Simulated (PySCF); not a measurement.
Input of a run (PBE0-D3(BJ)/def2-SVP geometry optimisation, gas phase (PySCF 2.14.0)), started from GFN2-xTB:
```
{"job": {"xc": "PBE0", "basis": "def2-SVP", "d3": "d3bj", "grid": 1, "kind": "geom"}, "charge": 0, "multiplicity": 1}
C     -1.567135     0.061470    -0.410309
C     -0.441733    -0.015365     0.622098
C      0.810484    -0.544283     0.003723
C      1.950765     0.108631    -0.139191
Cl     2.205567     1.723838     0.410791
H     -2.479076     0.429862     0.052886
H     -1.291676     0.735984    -1.217391
H     -1.764954    -0.920557    -0.834326
H     -0.259010     0.973134     1.043694
H     -0.745514    -0.684125     1.431862
H      0.758664    -1.553329    -0.382685
H      2.824819    -0.315946    -0.607178
```

Output (energies in Eh, forces in Eh/bohr):
```
step   0  E = -616.22376650  max force = 0.012883
step   1  E = -616.22503928  max force = 0.002538
step   2  E = -616.22504231  max force = 0.000813
step   3  E = -616.22505556  max force = 0.000292
optimisation converged
```

**Question.** Summarise the run.

**Answer.** The energy falls by 0.035 eV over 4 energy and gradient evaluations, the largest force component goes from 0.0129 to 2.9e-04 Eh/bohr, and the atoms move by 0.030 Å rms after alignment. Among the bonds, C1–H8 and C3–H11 change most and about equally (+0.014 to +0.015 Å). Bonds longer at the end by more than 0.005 Å: 9 of 11; shorter: 0. Among the angles that change most is C4–C3–H11, from 117.6° to 115.5°. The energy never rose by more than 1e-6 Eh on the way. The first step brought 99 % of the lowering.

**Question.** What are the final bond lengths?

**Answer.** C1–C2 1.526 Å, C2–C3 1.493 Å, C3=C4 1.334 Å, C4–Cl5 1.732 Å, C1–H6 1.100 Å, C1–H7 1.101 Å, C1–H8 1.102 Å, C2–H9 1.100 Å, C2–H10 1.104 Å, C3–H11 1.097 Å, C4–H12 1.092 Å. Numbering counts from 1 in the input's order; the species is `CC/C=C\Cl`.

The run used 109 basis functions and 26 SCF cycles in all. Hardware: one thread, Arm Neoverse V1, on a shared host. Cost: 15 s.

PBE0-D3(BJ)/def2-SVP frequencies: not computed here. One conformer, not necessarily the lowest.

The values belong to the conformer `[CH3:1][CH2:2]/[CH:3]=[CH:4]\[Cl:5]`: C1–C2–C3–C4 115°.
